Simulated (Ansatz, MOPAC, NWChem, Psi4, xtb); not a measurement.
A ladder of methods for BH3O2 (SMILES OBO)

The runs start from one conformer, not always the lowest.

BH3O2, singlet, SMILES `OBO`. Each level relaxes the structure for itself.

Each level gives the zero-point energy at each level's own minimum (kJ/mol). The values are calculated.

```
                                   level             kind  program  value (kJ/mol)
                                     AM1   semi-empirical    MOPAC           115.6
                                GFN2-xTB   semi-empirical      xtb           105.2
                                   MNDOD   semi-empirical    MOPAC           122.1
                                GFN1-xTB   semi-empirical      xtb           106.1
         HF/6-31G* (spherical functions)     Hartree–Fock   NWChem           119.0
                   B3LYP-D3(BJ)/def2-SVP    global hybrid   NWChem           111.7
                             BB1K/STO-3G  hybrid meta-GGA   NWChem           122.4
                       PBE0-D4/def2-TZVP    global hybrid   Ansatz           112.2
B3LYP-D3(BJ)/def2-TZVP (density fitting)    global hybrid     Psi4           111.1
```

Harmonic and unscaled. The values span 105.2 to 122.4 kJ/mol.
